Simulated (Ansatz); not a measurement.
# What a trial cell of Zr₂F relaxes into

Computed with DFT PBE, scalar-relativistic, plane waves, PAW in Ansatz. Cutoff 420 eV, Γ-centred k mesh, Gaussian smearing, no spin polarisation in the final step.

Zr₂F was placed on the sites of a reported ZnCl2 cell (P4_2/nmc, No. 137), with F in place of Zn, Zr in place of Cl, at a guessed volume.

```xyz
6
Lattice="3.1913 0.0000 0.0000 0.0000 3.1913 0.0000 0.0000 0.0000 9.2030" Properties=species:S:1:pos:R:3 pbc="T T T"
Zr    0.0000    1.5957    1.1504
Zr    0.0000    1.5957    5.7519
Zr    1.5957    0.0000    3.4511
Zr    1.5957    0.0000    8.0527
F     0.0000    0.0000    0.0000
F     1.5957    1.5957    4.6015
```

Cell and atoms relax at zero pressure; the relaxation can't lower the symmetry of the start. After a coarse first stage the cell is made exact in the group found at 0.06 Å.

Energies over the elements count from the elements' standard structures at the same level (F₂ as a molecule), with no empirical corrections.

Describe the relaxed structure.

It keeps P4_2/nmc (No. 137). Conventional cell: a = 3.167 Å, c = 11.273 Å. Around Zr lie 2 F at 2.36 Å; around F lie 4 Zr at 2.36 Å.

```
Zr F
1.0
     3.16667    0.00000    0.00000
     0.00000    3.16667    0.00000
     0.00000    0.00000   11.27343
Zr F
4 2
Direct
  0.00000 0.50000 0.15492
  0.00000 0.50000 0.65492
  0.50000 0.00000 0.34508
  0.50000 0.00000 0.84508
  0.00000 0.00000 0.00000
  0.50000 0.50000 0.50000
```

What are its volume, energy, density and gap?

The volume per atom is 18.84 Å³ and the density is 5.92 g/cm³. The energy over the elements is -1.32 eV/atom and the gap on the 12×12×4 mesh is 0 eV (a metal).

The final run used a 12×12×4 mesh on its 6-atom cell and 0.10 eV smearing. For metals, differences of a few meV/atom aren't resolved. A structure relaxed within its symmetry needn't be a true minimum.

Cost: 3 runs of about 3.3 core-minutes in all, on Arm Neoverse V1 (shared hosts).